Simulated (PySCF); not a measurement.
# Energy of Ne (neon, neutral) between two integer charges

The 2p beta orbital of [Ne] is emptied in steps (occupation f), with all orbitals relaxed, ending at [He] 2s2 2p5. All numbers are calculated (PySCF 2.14, no relativity, point nucleus, in def2-TZVP (5s3p2d1f, 31 functions)). The exact energy is a straight line in f; departures are measured from the line between the end points of the same method.

| f | UHF (eV) | LDA (eV) | PBE (eV) | PBE0 (eV) | r2SCAN (eV) | LC-wPBE (eV) | BHandHLYP (eV) | wB97X (eV) | MN15 (eV) | M06-2X (eV) |
| --- | --- | --- | --- | --- | --- | --- | --- | --- | --- | --- |
| 1 | 0.000 | 0.000 | 0.000 | 0.000 | 0.000 | 0.000 | 0.000 | 0.000 | 0.000 | 0.000 |
| 0.75 | 0.609 | -1.657 | -1.594 | -1.046 | -1.414 | -0.584 | -0.507 | -0.576 | -0.877 | -0.570 |
| 0.5 | 0.771 | -2.226 | -2.129 | -1.396 | -1.862 | -0.778 | -0.689 | -0.766 | -1.166 | -0.771 |
| 0.25 | 0.551 | -1.680 | -1.595 | -1.045 | -1.378 | -0.576 | -0.525 | -0.565 | -0.866 | -0.549 |
| 0 | 0.000 | 0.000 | 0.000 | 0.000 | 0.000 | 0.000 | 0.000 | 0.000 | 0.000 | 0.000 |

Question: For wB97X, how does the orbital energy at f = 1 compare with the removal energy?

Answer: −ε = 18.397 eV against a total-energy difference of 21.452 eV. By Janak's theorem ε = ∂E/∂f, so the gap between them reflects the curvature. Along the path −ε is 19.912 (f = 0.75), 21.477 (f = 0.5), 23.014 (f = 0.25) eV.

```
   method  E(f=0) − E(f=1) (eV)  −ε at f=1 (eV)  −ε at f=0.5 (eV)
      UHF                19.673          23.105            19.518
      LDA                22.153          13.392            22.090
      PBE                21.615          13.150            21.612
     PBE0                21.428          15.869            21.430
   r2SCAN                21.466          13.858            21.572
  LC-wPBE                21.731          18.627            21.750
BHandHLYP                21.260          18.610            21.212
    wB97X                21.452          18.397            21.477
     MN15                21.653          16.975            21.678
   M06-2X                21.480          18.592            21.528
```

Reference removal energy between the ground levels: 21.565 eV (measured; NIST Atomic Spectra Database, ionization energies). The calculation has no spin-orbit coupling. UHF lacks correlation.
